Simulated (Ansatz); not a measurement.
Which level was it?

CH2F2: 5 atoms, total charge 0, spin state singlet. SMILES: `FCF`. Geometry: relaxed at PBE0-D4/def2-TZVP.

| atom | x (Å) | y (Å) | z (Å) |
| --- | --- | --- | --- |
| F | -1.0733 | 0.1912 | 0.6983 |
| C | 0.0101 | -0.0169 | -0.0823 |
| F | 1.0905 | -0.1792 | 0.7132 |
| H | -0.1427 | -0.9329 | -0.6595 |
| H | 0.1653 | 0.8642 | -0.7111 |

A calculation with Ansatz 0.2.0 gave:

The total energy is -238.9730 Eh and the HOMO energy is -9.16 eV. The LUMO energy is 2.94 eV and the HOMO–LUMO gap is 12.10 eV.

Which of these levels gave the numbers?
A. B3LYP/aug-cc-pVDZ
B. B3LYP/6-31G* (Cartesian functions)
C. B2PLYP/aug-cc-pVDZ
D. revPBE/aug-cc-pVDZ

B. The others give -238.9397 Eh (revPBE/aug-cc-pVDZ), -239.0182 Eh (B3LYP/aug-cc-pVDZ), -238.8403 Eh (B2PLYP/aug-cc-pVDZ).
